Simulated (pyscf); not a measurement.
H₃Ge–SnH₃ → H₂Ge=SnH₂ + hydrogen (H₂), an elimination (singlet surface; H–Sn, Ge–H broken, H–H formed). PySCF, gas phase, ωB97X-D3(BJ)/def2-SVP geometries. Energies in kcal/mol from the reactant's lowest minimum found.

AM1 to PM7: differences of heats of formation from MOPAC, which are fitted to 298 K values and so differ in kind from electronic energies by zero-point and thermal terms. 

**Question.** Quick PM3 single points give ΔE‡ = 59.4 kcal/mol and ΔE = +24.4 kcal/mol. What does ωB97M-D3(BJ)/def2-TZVP give, and how far is the quick result from it?

**Answer.** ωB97M-D3(BJ)/def2-TZVP gives ΔE‡ = 66.6 kcal/mol and ΔE = +38.7 kcal/mol. PM3 lies 7.1 kcal/mol under it in the barrier and 14.3 kcal/mol under it in the reaction energy, so on this step it does not hold to within 3.0 kcal/mol. ωB97M-D3(BJ)/def2-TZVP has limits of its own. The same reactants have a lower exit, to SnH₂ [singlet] + GeH₄ (barrier +40.1 kcal/mol at ωB97M-D3(BJ)/def2-TZVP, against +66.6 kcal/mol here). H₂Ge=SnH₂ may be a fragile minimum: a first optimisation, from another start, lost the drawn bonds. H₂Ge=SnH₂ lies 16.5 kcal/mol over its isomer H₃Ge–SnH: [singlet] (electronic energy, ωB97M-D3(BJ)/def2-TZVP). One saddle was located; it need not be the lowest between these sides. One closed-shell reference is unstable to symmetry breaking; treat the single-reference values with care. In the def2 sets elements up to Kr have no core potential. In the def2 sets elements past Kr carry core potentials, without spin-orbit coupling.
